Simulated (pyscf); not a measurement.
**Insertion: SnH₂ (SMILES [SnH2]) [singlet] + HCl (SMILES Cl) → Cl–SnH₃ (SMILES [Cl][SnH3])**

Gas phase, singlet surface, charge 0. Bonds broken: Cl4–H5. Bonds formed: Sn1–Cl4, Sn1–H5. Structures and frequencies: ωB97X-D3(BJ)/def2-SVP in PySCF. Correlated levels are frozen-core, on RHF or UHF. ΔMP2 is the change of the MP2 total energy from the triple- to the quadruple-zeta basis.

Transition state (Å):

```xyz
5

Sn     0.9662     0.2027    -0.2478
H      1.4312     1.6164    -1.1122
H      0.6825     0.7548     1.3574
Cl    -1.5150    -0.1338    -1.1177
H     -0.1137    -1.0349    -1.0070
```

One imaginary mode, 1182i cm⁻¹; descent along it reached the two sides named, in the forms told below.

```tsv
bond	change	reactant side (Å)	saddle	product side
Cl4–H5	breaks	1.287	1.670	3.3
Sn1–Cl4	forms	2.9	2.7	2.348
Sn1–H5	forms	3.3	1.809	1.701
```

Electronic energies relative to the separated reactants (kcal/mol):

```tsv
level	barrier	reaction energy	reverse barrier
ωB97X-D3(BJ)/def2-TZVP	9.1	-46.2	55.3
PBE/def2-TZVP	2.6	-37.5	40.0
r²SCAN/def2-TZVP	2.5	-42.3	44.8
B3LYP-D3(BJ)/def2-TZVP	8.5	-37.3	45.8
PBE0-D3(BJ)/def2-TZVP	5.8	-41.4	47.1
M06-2X/def2-TZVP	9.5	-42.8	52.3
ωB97M-D3(BJ)/def2-TZVP	12.8	-38.9	51.7
HF/def2-TZVP	28.1	-39.1	67.2
MP2/def2-QZVPP	8.1	-41.6	49.7
CCSD/def2-TZVPP	15.8	-38.4	54.3
CCSD(T)/def2-TZVPP	12.0	-39.2	51.2
CCSD(T)/def2-TZVPP + ΔMP2(QZVPP)	10.3	-40.2	50.5
```

With CCSD(T)/def2-TZVPP + ΔMP2(QZVPP) energies and thermal terms (ideal gas, 1 atm, RRHO with modes under 100 cm⁻¹ raised to 100, one conformer, R ln 2 for rigid chiral ones), in kcal/mol:

```csv
T (K),ΔH‡,ΔG‡,ΔH,ΔG
298,9.8,19.0,-38.5,-28.5
600,9.8,28.3,-38.4,-18.3
900,10.1,37.5,-37.7,-8.3
1200,10.5,46.6,-36.9,+1.3
```

On the reactant side the descent ends in an adduct with a Cl–Sn contact, 8.4 kcal/mol under the separated species and 17.5 kcal/mol under the saddle at ωB97X-D3(BJ)/def2-TZVP. What is counted as formed (Cl–Sn) is already present as a longer contact in the reactant adduct; forming that adduct is a step of its own. The same reactants have a lower exit, to Cl–SnH: [singlet] + H₂ (barrier -2.1 kcal/mol at ωB97M-D3(BJ), against +12.8 kcal/mol here). One saddle was located; it need not be the lowest between these sides. The CCSD(T) − MP2 part came from Ansatz, without density fitting, on the same reference. The frozen core leaves the outer d or s,p core shells of the metals and heavy elements correlated in the MP2 and CC values, and def2-TZVPP describes them poorly, which can shift differences by a few kcal/mol. Elements past Kr carry the def2 core potentials, without spin-orbit coupling.
